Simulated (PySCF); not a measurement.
# CHN (hydrogen isocyanide): the cost of one run

The runs use PySCF 2.14.0, with density-fitted response routines of our own; the level of theory stands in each step. All values are computed, except where a source is named. Atoms count from 0, in the outputs and in this text.

**1. Starting geometry**

3 atoms, charge 0, multiplicity 1; geometry from: MMFF94s. The atoms were then displaced at random by about 0.03 Å, so the start is not that level's minimum.

Bonds of the start (Å): C0–N1 1.24, N1–H2 1.06.

**2. Geometry optimisation at PBE0-D3(BJ)/def2-SVP**

The job: settings as JSON, then the geometry in Å.

```
{"job": {"xc": "PBE0", "basis": "def2-SVP", "d3": "d3bj", "grid": 1, "shake": 0.03, "kind": "geom"}, "charge": 0, "multiplicity": 1}
C      1.164700     0.216240     0.012540
N     -0.066690     0.081360    -0.006470
H     -1.114420    -0.084400    -0.025960
```

On the command line:

```bash
OMP_NUM_THREADS=1 python probes_run.py task.json out
```

The driver reads the jobs from task.json and runs them one after another.

Q: Estimate the wall time and peak memory of this first job on 1 thread of Arm Neoverse V1, shared host.

About 2.2 s, with a peak of 0.23 GiB.
